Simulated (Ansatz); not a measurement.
`FC(S)S` at its PBE0-D4/def2-TZVP geometry, where that method's forces vanish. The species carries charge 0 and has multiplicity 1.

```xyz
7

F     0.5634    0.3107   -1.5962
C     0.2780    0.0533   -0.2816
S    -1.3474    0.6530    0.1844
S     0.3376   -1.7530   -0.1082
H     1.0504    0.5304    0.3218
H    -1.0003    1.9514    0.2639
H     0.1181   -1.7458    1.2159
```

Task: What forces (eV/Å) does PBE-D4/def2-TZVPP give on these atoms in Ansatz? (An estimate is asked.)

Result: Ansatz gave: 
```
F1   0.180  0.131 -0.718
C2  -0.013  0.029  0.380
S3  -0.426 -0.165  0.107
S4   0.043 -0.386 -0.207
H5   0.177  0.120  0.157
H6   0.081  0.273  0.022
H7  -0.042 -0.003  0.261
```
